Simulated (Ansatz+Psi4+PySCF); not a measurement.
Results of a calculation; reference values are marked as such.
## Ansatz (development build ahead of 0.2.0) run

```yaml
crystal:
  periodic: [false, false, false]
  atoms:
    - { symbol: C, position_ang: [-0.00737, 0.01787, -1.19205] }
    - { symbol: C, position_ang: [-0.0104, 0.01126, 0.26103] }
    - { symbol: "N", position_ang: [0.01663, -0.00514, 1.44236] }
    - { symbol: H, position_ang: [0.90512, -0.51732, -1.57086] }
    - { symbol: H, position_ang: [-0.89733, -0.52691, -1.5723] }
basis:
  gaussian: { orbitals: cc-pVTZ }
magnetization:
  initial_magnetization: 1
hamiltonian:
  xc: hf
correlation:
  method: mp2
  frozen_orbitals: { C: 1, H: 0, "N": 1 }
scf:
  omitted_lower_state_checks: [stability, starts, atomic_configurations, cluster_reference, orbital_swaps, given_window_search, neighbouring_geometries, increment]
```

The input is written out in the form of the current development build from the run's settings. Correlation on restricted open-shell orbitals is semicanonical, with singles.

Output:

```json
{
 "Converged": "yes",
 "Reference energy": "-131.31834 hartree",
 "Correlation energy": "-0.48806 hartree",
 "Total energy": "-131.80640 hartree",
 "Spin squared of the determinant": "0.750"
}
```
